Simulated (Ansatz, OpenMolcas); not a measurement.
Heat of formation of BPH6 (SMILES [BH3-][PH3+]) from total energies

The species is BPH6 (8 atoms), meant as a singlet with charge 0. SMILES: `[BH3-][PH3+]`. The shape is that of a PBE0-D4/def2-TZVP optimisation.

```
atom    x (Å)    y (Å)    z (Å)
   B  -0.5561   0.2272  -0.9140
   P   0.4339  -0.1816   0.6677
   H  -1.6934   0.3431  -0.5201
   H  -0.3678  -0.7302  -1.6280
   H  -0.0555   1.2542  -1.3099
   H   0.4188   0.7557   1.7188
   H   1.8231  -0.3803   0.5471
   H   0.0892  -1.3452   1.3826
```

Total energies at B3LYP/def2-SVPD (OpenMolcas 26.06); the atoms run unrestricted:

| species | state | energy (Eh) |
| --- | --- | --- |
| BPH6 | singlet | -369.687003 |
| B | doublet | -24.635265 |
| P | quartet | -341.166985 |
| H | doublet | -0.501259 |

Harmonic wavenumbers at PBE0-D4/def2-TZVP, in cm⁻¹: 247, 378, 379, 576, 831, 831, 1013, 1087, 1123, 1123, 1140, 1140, 2460, 2476, 2485, 2485, 2548, 2548.

Measured heats of formation of the gaseous atoms at 298.15 K, in kJ/mol: B 570.3, P 316.4, H 218.0. Take 1 Eh = 2625.50 kJ/mol, 1 cm⁻¹ = 0.0119627 kJ/mol, RT = 2.479 kJ/mol.

Question: Work out the heat of formation of the gas at 298 K.

Answer: 
1. Electronic atomisation energy: (-24.635265) + (-341.166985) + 6 × (-0.501259) − (-369.687003) = 0.877199 Eh = 2303.1 kJ/mol.
2. Zero-point energy: half the sum of the wavenumbers, 12435 cm⁻¹ = 148.8 kJ/mol.
3. Thermal vibrational enthalpy, Σ hcν̃/(exp(hcν̃/kT) − 1): 4.2 kJ/mol. Translation, rotation and pV of a non-linear molecule: 4 RT = 9.9 kJ/mol.
4. The 8 free atoms carry 5/2 RT each: 49.6 kJ/mol.
5. Atomisation enthalpy at 298 K: 2303.1 − 148.8 − 4.2 − 9.9 + 49.6 = 2189.8 kJ/mol.
6. Sum of the atoms' heats of formation: 2194.7 kJ/mol. Heat of formation: 2194.7 − 2189.8 = +4.9 kJ/mol.

No measured value is set beside it here. Anharmonicity and any spin-orbit splitting of the molecule are left out.
